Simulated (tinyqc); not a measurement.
A ladder of methods, and size consistency: correlation methods against full CI in the sto-3g basis, for LiH, spin multiplicity 1. Computed by the program tinyqc with PySCF. 

Geometry (angstrom):

| atom | x | y | z |
|---|---|---|---|
| Li | 0.0000 | 0.0000 | 0.0000 |
| H | 0.0000 | 0.0000 | 1.9430 |

RHF energy of one = -7.836859 hartree

All electrons correlated; +Q is the Davidson correction (1 - c0^2) E_corr. The last columns treat two copies 100 angstrom apart as one system. FCI is the lowest singlet.

Correlation energies (hartree):

| method | E_corr of one | share of FCI (%) | E_corr of two at 100 angstrom | two minus twice one (mhartree) |
|---|---|---|---|---|
| MP2 | -0.016659 | 58.6851 | -0.033319 | -4.36e-05 |
| CISD | -0.028367 | 99.9280 | -0.054410 | 2.3239 |
| CISD+Q | -0.029674 | 104.5314 | -0.058576 | 0.7716 |
| CCSD | -0.028371 | 99.9422 | -0.056742 | -1.03e-04 |
| CCSD(T) | -0.028384 | 99.9886 | -0.056769 | -1.03e-04 |
| FCI | -0.028388 | 100.0000 | - | - |

MP2 recovers 59 %, CISD 99.9 % and CCSD 99.9 % of the FCI value (c0^2 = 0.954 in CISD). MP2 and coupled cluster are size consistent, so their last column vanishes but for a trace of long-range electrostatics; CISD loses 2.32 mhartree, since a double excitation on each copy is a quadruple of the pair, and the Davidson correction leaves +0.77.
